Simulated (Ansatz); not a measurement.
**Worked example: correlation energy of GaGe, quartet**

Geometry: a point of a stretch scan, not a stationary point.

```yaml
atoms:
  - { symbol: Ge, position_ang: [0.0000, 0.0000, 0.0000] }
  - { symbol: Ga, position_ang: [0.0000, 0.0000, 3.0080] }
```

Basis cc-pVDZ; Ansatz 0.2.0. Correlated methods freeze the noble-gas cores and the filled d shells of p-block atoms, which leaves 7 electrons in 26 orbitals. R marks a restricted (for open shells ROHF) determinant. No spin–orbit coupling is included, and no scalar relativity.

Full CI is exact within this basis and frozen core; it isn't the basis-set limit.

Runs differ by some tens of microhartree through their thresholds and, for an open shell, their frozen cores, so steps under 0.03 kcal/mol mean nothing.

| level | total energy (hartree) |
| --- | --- |
| RHF | -3998.522199 |
| RMP2 | -3998.611671 |
| RCCSD | -3998.639376 |
| RCCSD(T) | -3998.643922 |
| RCCSDT | -3998.645561 |
| RCCSDT(Q) | -3998.645956 |
| full CI | -3998.645996 |

Task: What is the correlation energy at full CI, and what share of it do RMP2 and RCCSD(T) recover?

Result: E(corr) = -3998.645996 − (-3998.522199) = -0.123797 hartree = -3.369 eV. RMP2: -0.089472 / -0.123797 = 72.27 %. RCCSD(T): -0.121723 / -0.123797 = 98.32 %.

Task: By how many kcal/mol does RCCSD(T) miss full CI (1 hartree = 627.509 kcal/mol), and which steps make up the rest?

Result: -3998.643922 − (-3998.645996) = 0.002074 hartree = 1.30 kcal/mol. Steps: RCCSDT − RCCSD(T) = -1.03, RCCSDT(Q) − RCCSDT = -0.25, full CI − RCCSDT(Q) = -0.03 kcal/mol. Differences between like states or geometries often cancel part of this.
